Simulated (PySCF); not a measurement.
# Molecular orbitals of LiB

r²SCAN at R = 2.135 Å; basis Li cc-pVTZ, B cc-pVTZ; no relativity; PySCF 2.14. State: ³Π (triplet), unpaired electrons σ ↑, π ↑. Only the outer orbitals are listed, counted within each symmetry.

| spin | orbital | occ. | ε (eV) | on Li (%) | main shells (%) |
| --- | --- | --- | --- | --- | --- |
| α | 2σ | 1 | -53.01 | 100 | 100 Li s |
| α | 3σ | 1 | -9.03 | 16 | 84 B s |
| α | 4σ | 1 | -3.74 | 23 | 75 B p, 18 Li s |
| α | 1π | 1 | -3.24 | 21 | 79 B p, 18 Li p |
| α | 1π | 0 | -2.28 | 27 | 73 B p, 24 Li p |
| α | 5σ | 0 | -1.56 | 94 | 67 Li s, 26 Li p |
| α | 2π | 0 | -0.02 | 88 | 85 Li p, 12 B p |
| β | 2σ | 1 | -52.91 | 100 | 100 Li s |
| β | 3σ | 1 | -7.02 | 19 | 79 B s, 9 Li p, 8 Li s |
| β | 1π | 0 | -1.74 | 19 | 80 B p, 15 Li p |
| β | 4σ | 0 | -0.83 | 39 | 53 B p, 32 Li s, 8 Li p |
| β | 1π | 0 | -0.57 | 29 | 71 B p, 27 Li p |

Question: Which are the highest filled and the lowest empty level, where do they sit, and how wide is the gap?

Answer: Highest filled α 1π at -3.24 eV (in %: 79 B p, 18 Li p); lowest empty α 1π at -2.28 eV (in %: 73 B p, 24 Li p); the gap at r²SCAN is 0.96 eV. Both belong to one degenerate shell, split only by its one-sided filling, so this is no excitation gap.

```
bond order (Mayer)                              : 1.17
⟨S²⟩                                            : 2.008
charge on Li (Mulliken, basis-dependent)        : 0.22
charge on Li (Löwdin, basis-dependent)          : -0.07
dipole moment (positive dipole means Li(−)B(+)) : -5.69 D
```

The state was picked by a PBE0 search and need not be the measured ground state.
